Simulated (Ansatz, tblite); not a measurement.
**The cluster PtSe₂: rung by rung**

Aim: run the singlet of the cluster PtSe₂ at one geometry on many levels, and compare frontier levels, spin and run time.

Program: Ansatz 0.2.0, Gaussian basis. Level of theory: as each input shows. These are calculated values, not measurements.

Plan: GFN1-xTB, GFN2-xTB, PBE-D4/def2-TZVP, r2SCAN-D4/def2-TZVP, B3LYP-D4/def2-TZVP, LDA/def2-TZVP, CAM-B3LYP-D4/def2-TZVP, BLYP-D4/def2-TZVP, LC-ωPBE/def2-TZVP, PBE-D4/def2-SVP, PBE0-D4/def2-SVP, PBE0-D4/def2-TZVPD, PBE-D4/def2-TZVPD, r2SCAN-D4/def2-TZVPD, CCSD(T)/def2-TZVPP, MP2/def2-TZVP, RPA/def2-TZVP.

## Step 1: The geometry

The singlet was relaxed beforehand with PBE0-D4/def2-TZVP. At that level it is the lowest of the isomers that a small search found.

3 atoms, charge 0, spin multiplicity 1.

Bond lengths: Pt1–Se2 2.186 Å, Pt1–Se3 2.186 Å. Angles: Se2–Pt1–Se3 179.5°.

Pt takes a core potential in the def2 sets. No spin-orbit coupling is included.

PBE0-D4/def2-TZVP was run before; its log isn't repeated, and its numbers join the tables.

## Step 2: GFN1-xTB

Tight binding, by tblite at 300 K electronic temperature and without a spin-polarisation term:

```python
tblite.interface.Calculator('GFN1-xTB', numbers, positions, charge=0, uhf=0).singlepoint()
```

Energy -300.5476 eV, HOMO -11.12 eV, LUMO -9.81 eV; 0.002 s.

## Step 3: GFN2-xTB

Tight binding, by tblite at 300 K electronic temperature and without a spin-polarisation term:

```python
tblite.interface.Calculator('GFN2-xTB', numbers, positions, charge=0, uhf=0).singlepoint()
```

Energy -296.9675 eV, HOMO -10.52 eV, LUMO -9.92 eV; 0.002 s.

## Step 4: PBE-D4/def2-TZVP

start.molden holds the orbitals of an earlier run on this state, given as this run's starting guess.

Contents of in.yaml:

```yaml
crystal:
  periodic: [false, false, false]
  atoms:
    - {symbol: Pt, position_ang: [0.005226, 0.002823, 0.000071]}
    - {symbol: Se, position_ang: [1.036946, -1.922803, -0.080401]}
    - {symbol: Se, position_ang: [-1.042182, 1.919970, 0.080321]}
basis:
  gaussian: {orbitals: def2-TZVP, initial_orbitals: start.molden}
hamiltonian: {xc: pbe, dispersion: d4}
scf: {omitted_lower_state_checks: [starts]}
output: {orbitals: {seedname: orbitals}}
```

On the command line:

```bash
$ ansatz run in.yaml --threads 4 --pin off --events-out ev --progress --plain --max-ram 3916MiB
```

Further steps of the session: r2SCAN-D4/def2-TZVP; B3LYP-D4/def2-TZVP; LDA/def2-TZVP; CAM-B3LYP-D4/def2-TZVP; BLYP-D4/def2-TZVP; LC-ωPBE/def2-TZVP; PBE-D4/def2-SVP; PBE0-D4/def2-SVP; PBE0-D4/def2-TZVPD; PBE-D4/def2-TZVPD; r2SCAN-D4/def2-TZVPD; CCSD(T)/def2-TZVPP; MP2/def2-TZVP; RPA/def2-TZVP.

Before running them: what should the planned runs give, taken together? Wanted: gap in def2-TZVP, named functionals, smallest and largest; correlation energy, CCSD(T)/def2-TZVPP; correlation energy, MP2/def2-TZVP; binding an atom, CCSD(T)/def2-TZVPP; PBE0 total energy, smallest basis above largest.

As calculated:

```
                                                 quantity                                value
gap in def2-TZVP, named functionals, smallest and largest  1.38 eV (PBE-D4), 6.66 eV (LC-ωPBE)
                   correlation energy, CCSD(T)/def2-TZVPP                            -33.55 eV
                        correlation energy, MP2/def2-TZVP                            -29.54 eV
                      binding an atom, CCSD(T)/def2-TZVPP                             2.314 eV
          PBE0 total energy, smallest basis above largest      16.44 eV (def2-SVP, def2-TZVPD)
```

Over the named functionals in def2-TZVP the gap runs from 1.38 eV (PBE-D4) to 6.66 eV (LC-ωPBE); exact exchange widens it. The functionals in def2-TZVP miss CCSD(T)/def2-TZVPP by -0.627 (LC-ωPBE) to +0.939 eV (LDA) an atom. The reference is CCSD(T) in one finite basis, so it carries an error of its own, often a tenth of an eV or more, and near misses can't be ranked.
